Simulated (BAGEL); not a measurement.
# O2F (SMILES [O]OF) at ROHF/6-31G(d) (density fitting with cc-pvqz-jkfit, spherical functions)

What is the energy change on altering one bond length of O2F at ROHF/6-31G* (density fitting with cc-pvqz-jkfit, spherical functions)? 

The calculation is run with BAGEL 1.2.2.

5 further runs of the same task are left out: 5 set aside as unsound or not needed.

## Step 1: Starting point

The species is O2F (3 atoms), meant as a doublet with charge 0. SMILES: `[O]OF`. The coordinates come from a PBE0-D4/def2-TZVP relaxation.

Bond lengths: O1–O2 1.181 Å. A long bond or contact: O2–F3 1.573 Å.

## Step 2: The energy at ROHF/6-31G(d) (density fitting with cc-pvqz-jkfit, spherical functions)

Input file calc.json:

```json
{ "bagel" : [

{
  "title" : "molecule",
  "basis" : "6-31gs.json",
  "df_basis" : "cc-pvqz-jkfit",
  "angstrom" : true,
  "geometry" : [
    { "atom" : "O", "xyz" : [    0.933400,   -0.295440,    0.482240 ] },
    { "atom" : "O", "xyz" : [    0.133270,    0.497870,    0.127930 ] },
    { "atom" : "F", "xyz" : [   -1.066650,   -0.202430,   -0.610160 ] }
  ]
},
{ "title" : "rohf", "nopen" : 1 },
{ "title" : "print", "file" : "orbitals.molden", "orbitals" : true }

]}
```

The basis set 6-31G* is read from a file made from the Basis Set Exchange's data (not shown).

Run with:

```sh
$ BAGEL_NUM_THREADS=1 BAGEL calc.json > calc.out
```

Standard output:

```text
* using 1 threads per process

  ===============================================================
  ===============================================================

  *** Geometry ***

  { "atom" : "O", "xyz" : [      1.763870,     -0.558301,      0.911302 ] },
  { "atom" : "O", "xyz" : [      0.251844,      0.940838,      0.241753 ] },
  { "atom" : "F", "xyz" : [     -2.015676,     -0.382537,     -1.153035 ] },

  Number of auxiliary basis functions:      318

  Since a DF basis is specified, we compute 2- and 3-index integrals:
    o Being stored without compression. Storage requirement is 0.004 GB

  Number of basis functions:       42
  Number of electrons      :       25

    * METHOD: MOLECULE                             0.07

  *** Open-shell HF ***

  === Nuclear Repulsion ===
    69.5966921954

      * DIIS with orbital gradients will be used.

  === ROHF iteration (6-31gs.json) ===
      0       -248.69818248          0.06348589           0.02
      1       -248.71852018          0.06549173           0.02
      2       -248.75393469          0.05503629           0.02
      3       -248.86585175          0.00470930           0.02
      4       -248.87016377          0.00325093           0.02
      5       -248.87339488          0.00232609           0.02
      6       -248.87453767          0.00147623           0.02
      7       -248.87533967          0.00081184           0.02
      8       -248.87569850          0.00035370           0.02
      9       -248.87576208          0.00014151           0.02
     10       -248.87584804          0.00005195           0.02
     11       -248.87583107          0.00001361           0.02
     12       -248.87583886          0.00000700           0.02
     13       -248.87584038          0.00000340           0.02
     14       -248.87584046          0.00000164           0.02
     15       -248.87584087          0.00000066           0.02
     16       -248.87584084          0.00000033           0.02
     17       -248.87584081          0.00000018           0.02
     18       -248.87584082          0.00000005           0.02
     19       -248.87584082          0.00000002           0.02
     20       -248.87584082          0.00000001           0.02
     21       -248.87584082          0.00000000           0.02
    * SCF iteration converged.

    * S^2 (ROHF) is 0.7500

    * Permanent dipole moment:
           (   -0.502264,    -0.156089,    -0.293959) a.u.

    * METHOD: ROHF                                 0.49

    * METHOD: PRINT                                0.00

  ===============================================================
```

Run time: 0.69 s. Hardware: 1 thread of Arm Neoverse V1, shared host.

## Step 3: The distorted shape, same level

Input file calc.json:

```json
{ "bagel": [

{
  "title": "molecule",
  "basis": "6-31gs.json",
  "df_basis": "cc-pvqz-jkfit",
  "angstrom": "true",
  "geometry": [
    { "atom": "O", "xyz": [       1.053414,      -0.414432,       0.535384 ] },
    { "atom": "O", "xyz": [       0.133270,       0.497870,       0.127930 ] },
    { "atom": "F", "xyz": [      -1.066650,      -0.202430,      -0.610160 ] }
  ]
},

{
  "title": "rohf",
  "nopen": 1
},

{
  "title": "print",
  "file": "orbitals.molden",
  "orbitals": "true"
}

]}
```

The basis set 6-31G* is read from a file made from the Basis Set Exchange's data (not shown).

Run with:

```sh
$ BAGEL_NUM_THREADS=1 BAGEL calc.json > calc.out
```

Standard output:

```text
* using 1 threads per process

  ===============================================================
  ===============================================================

  *** Geometry ***

  { "atom" : "O", "xyz" : [      1.990664,     -0.783163,      1.011729 ] },
  { "atom" : "O", "xyz" : [      0.251844,      0.940838,      0.241753 ] },
  { "atom" : "F", "xyz" : [     -2.015676,     -0.382537,     -1.153035 ] },

  Number of auxiliary basis functions:      318

  Since a DF basis is specified, we compute 2- and 3-index integrals:
    o Being stored without compression. Storage requirement is 0.004 GB

  Number of basis functions:       42
  Number of electrons      :       25

    * METHOD: MOLECULE                             0.07

  *** Open-shell HF ***

  === Nuclear Repulsion ===
    64.9022183344

      * DIIS with orbital gradients will be used.

  === ROHF iteration (6-31gs.json) ===
      0       -248.64874075          0.06623852           0.02
      1       -248.65733262          0.07478240           0.02
      2       -248.65541044          0.07581732           0.02
      3       -248.83640613          0.00998416           0.02
      4       -248.84431680          0.00599160           0.02
      5       -248.85261814          0.00463512           0.02
      6       -248.85853424          0.00228066           0.02
      7       -248.86036148          0.00068268           0.02
      8       -248.86075120          0.00018412           0.02
      9       -248.86083695          0.00007215           0.02
     10       -248.86085026          0.00005523           0.02
     11       -248.86084351          0.00001550           0.02
     12       -248.86084696          0.00000862           0.02
     13       -248.86084705          0.00000318           0.02
     14       -248.86084770          0.00000190           0.02
     15       -248.86084774          0.00000071           0.02
     16       -248.86084767          0.00000036           0.02
     17       -248.86084764          0.00000017           0.02
     18       -248.86084765          0.00000010           0.02
     19       -248.86084765          0.00000004           0.02
     20       -248.86084765          0.00000002           0.02
     21       -248.86084765          0.00000001           0.02
     22       -248.86084765          0.00000001           0.02
    * SCF iteration converged.

    * S^2 (ROHF) is 0.7500

    * Permanent dipole moment:
           (   -0.380126,    -0.033400,    -0.213207) a.u.

    * METHOD: ROHF                                 0.48

    * METHOD: PRINT                                0.00

  ===============================================================
```

Wall time 0.68 s (1 thread of Arm Neoverse V1, shared host).

## Step 4: What came out

At ROHF/6-31G* (density fitting with cc-pvqz-jkfit, spherical functions):

```
                                                         quantity          value
                                        first shape: total energy  -248.87584 Eh
                                       first shape: dipole moment         1.53 D
                                                first shape: ⟨S²⟩          0.750
                                    distorted shape: total energy  -248.86085 Eh
                                   distorted shape: dipole moment         1.11 D
                                            distorted shape: ⟨S²⟩          0.750
energy change with the O1–O2 bond stretched from 1.181 to 1.358 Å       0.408 eV
```

What this shows: With the O1–O2 bond stretched from 1.181 to 1.358 Å the energy rises by 0.41 eV (9.4 kcal/mol). The first shape isn't relaxed at this level, so the change isn't measured from a minimum.
